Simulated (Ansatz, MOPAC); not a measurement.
Molecule: Na2, net charge 0, singlet state. SMILES: [Na][Na]

Atoms: Na1, Na2. Bonds: Na1-Na2.

Bond lengths (Å) and angles (degrees) optimised at AM1 with MOPAC; PM7 with MOPAC; MNDO with MOPAC; HF/3-21G with Ansatz (a program for electronic structure); HF/6-31G* with Ansatz; PBE/6-31G* with Ansatz, each started from the B3LYP-D3(BJ)/def2-TZVP structure (Ansatz) of the last column. A row stands for all coordinates that are equal there. 6-31G* holds six Cartesian d functions.

```tsv
coordinate	AM1	PM7	MNDO	HF/3-21G	HF/6-31G*	PBE/6-31G*	B3LYP-D3(BJ)/def2-TZVP
Na1-Na2	3.009	1.812	2.994	3.231	3.190	3.075	3.054
```

Mean signed difference of all 1 bond lengths from B3LYP-D3(BJ)/def2-TZVP: AM1 -0.045 Å, PM7 -1.242 Å, MNDO -0.061 Å, HF/3-21G 0.177 Å, HF/6-31G* 0.136 Å, PBE/6-31G* 0.021 Å.
